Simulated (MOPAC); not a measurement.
MOPAC input (MNDO):

```
MNDO 1SCF UHF MS=0.5 GEO-OK AUX(PRECISION=9) THREADS=1
C2H4NO

O     0.48055385 1    1.23179566 1    0.07123776 1
C     0.08562762 1    0.07027235 1   -0.02389028 1
N     1.00626554 1   -0.92842649 1    0.11309204 1
C    -1.36042777 1   -0.31419675 1   -0.10205132 1
H    -1.96283413 1    0.55313497 1   -0.36202520 1
H    -1.50169577 1   -1.10859351 1   -0.83655991 1
H    -1.68137161 1   -0.70252237 1    0.86657569 1
H     1.90641279 1   -0.63385265 1   -0.27388722 1
```

From the last part of the output:

```
                                                       MOPAC v23.2.5 Linux

          FINAL HEAT OF FORMATION =         -1.76556 KCAL/MOL =      -7.38711 KJ/MOL

          COSMO AREA              =         94.10 SQUARE ANGSTROMS
          COSMO VOLUME            =         76.54 CUBIC ANGSTROMS

          IONIZATION POTENTIAL    =         11.316698 EV
          ALPHA SOMO LUMO (EV)    =        -11.628  0.457
          BETA  SOMO LUMO (EV)    =        -11.317 -1.278
          NO. OF ALPHA ELECTRONS  =         12
          NO. OF BETA  ELECTRONS  =         11
          MOLECULAR WEIGHT        =         58.0597         POINT GROUP:  C1

          MOLECULAR DIMENSIONS (Angstroms)

            Atom       Atom       Distance
            H     8    H     5     4.04818
            O     1    H     6     2.95338
            O     1    H     7     1.53109

          SCF CALCULATIONS        =          1

   ATOM   CHEMICAL          X               Y               Z
  NUMBER   SYMBOL      (ANGSTROMS)     (ANGSTROMS)     (ANGSTROMS)

     1       O          0.48055385  *   1.23179566  *   0.07123776  *
     2       C          0.08562762  *   0.07027235  *  -0.02389028  *
     3       N          1.00626554  *  -0.92842649  *   0.11309204  *
     4       C         -1.36042777  *  -0.31419675  *  -0.10205132  *
     5       H         -1.96283413  *   0.55313497  *  -0.36202520  *
     6       H         -1.50169577  *  -1.10859351  *  -0.83655991  *
     7       H         -1.68137161  *  -0.70252237  *   0.86657569  *
     8       H          1.90641279  *  -0.63385265  *  -0.27388722  *

                             CARTESIAN COORDINATES

   1    O        0.480553850     1.231795660     0.071237760
   2    C        0.085627620     0.070272350    -0.023890280
   3    N        1.006265540    -0.928426490     0.113092040
   4    C       -1.360427770    -0.314196750    -0.102051320
   5    H       -1.962834130     0.553134970    -0.362025200
   6    H       -1.501695770    -1.108593510    -0.836559910
   7    H       -1.681371610    -0.702522370     0.866575690
   8    H        1.906412790    -0.633852650    -0.273887220

           Empirical Formula: C2 H4 N O  =     8 atoms

      MOLECULAR POINT GROUP   :   C1

          ALPHA EIGENVALUES
 -44.38676 -35.08022 -31.76696 -21.25042 -18.10204 -16.61270 -16.24859 -14.52828
 -14.14245 -13.40325 -12.48742 -11.62838   0.45667   2.96933   3.62137   3.74234
   4.12768   5.04244   5.34511   6.79190

           BETA EIGENVALUES
 -43.82820 -34.00941 -30.78638 -20.88755 -17.81155 -16.29374 -15.70522 -14.47896
 -13.61137 -12.49576 -11.31670  -1.27832   1.51145   3.20161   3.62326   3.75549
   4.34658   5.23701   5.46150   6.93959

              NET ATOMIC CHARGES AND DIPOLE CONTRIBUTIONS

  ATOM NO.   TYPE          CHARGE      No. of ELECS.   s-Pop       p-Pop
    1          O          -0.280501        6.2805     1.88876     4.39174
    2          C           0.195281        3.8047     1.22922     2.57550
    3          N          -0.139374        5.1394     1.77025     3.36912
    4          C           0.036928        3.9631     1.20433     2.75874
    5          H           0.025144        0.9749     0.97486
    6          H           0.020155        0.9798     0.97984
    7          H           0.028641        0.9714     0.97136
    8          H           0.113724        0.8863     0.88628
 DIPOLE           X         Y         Z       TOTAL
 POINT-CHG.    -1.054    -1.511    -0.367     1.879
 HYBRID         0.286     0.502    -0.480     0.751
 SUM           -0.768    -1.009    -0.847     1.525

          ATOMIC ORBITAL ELECTRON POPULATIONS

     Atom    s        px        py        pz
    1  O   1.88876   1.83818   1.27407   1.27949
    2  C   1.22922   0.93688   0.85084   0.78778
    3  N   1.77025   1.04025   1.26149   1.06739
    4  C   1.20433   0.87058   0.93913   0.94904
    5  H   0.97486
    6  H   0.97984
    7  H   0.97136
    8  H   0.88628

                    (SZ)    =    0.500000
                    (S**2)  =    0.793319

          ATOMIC ORBITAL SPIN POPULATIONS

    Atom   Total    s     px     py     pz
         Atomic
    1  O  0.2917  0.003 -0.000  0.022  0.267
    2  C -0.2290 -0.015 -0.021 -0.019 -0.175
    3  N  0.9630  0.024  0.098  0.166  0.675
    4  C  0.0196  0.002  0.012  0.002  0.004
    5  H -0.0017 -0.002
    6  H -0.0042 -0.004
    7  H -0.0058 -0.006
    8  H -0.0336 -0.034

 **********************
 *                    *
 * JOB ENDED NORMALLY *
 *                    *
 **********************

 == MOPAC DONE ==
```
